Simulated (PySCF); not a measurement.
A spin–spin coupling run with PySCF (density fitting, non-relativistic, gas phase) on `[C@@H]1(C)C[C@H]1C#N`, C5H7N:

```
{"job": {"kind": "j", "xc": "PBE0", "basis": "pcJ-1"}, "charge": 0, "multiplicity": 1}
C      1.855585     0.032583    -0.112331
C      0.453554     0.068799     0.428396
C     -0.508773    -1.040284     0.168897
C     -0.705549     0.291519    -0.521825
C     -1.792619     1.148228    -0.136023
N     -2.664580     1.839750     0.187289
H      2.521353    -0.522488     0.566474
H      1.891003    -0.464119    -1.094331
H      2.263698     1.047735    -0.231618
H      0.341371     0.567141     1.396809
H     -1.222695    -1.311132     0.949638
H     -0.186381    -1.869370    -0.466611
H     -0.464239     0.337908    -1.588744
```

Hardware: 1 thread of an x86-64 server CPU, shared host. The job also computes field gradients.

Task: How large is the calculation?

Result: 44 electrons, 232 basis functions and 819 auxiliary functions.

Task: How long does it take?

Result: 30 s of wall time, with 14 SCF cycles. Times on a shared host scatter by some tens of per cent.

Task: And these other runs on the same molecule and hardware: spin–spin coupling at B97-2/pcJ-1; spin–spin coupling at HF/pcJ-1; spin–spin coupling at KT2/pcJ-1; spin–spin coupling at LDA/pcJ-1; spin–spin coupling at PBE/pcJ-1; spin–spin coupling at B3LYP/6-31G-J?

Result: B97-2/pcJ-1: 232 functions, 30 s; HF/pcJ-1: 232 functions, 21 s; KT2/pcJ-1: 232 functions, 28 s; LDA/pcJ-1: 232 functions, 17 s; PBE/pcJ-1: 232 functions, 28 s; B3LYP/6-31G-J: 100 functions, 11 s.
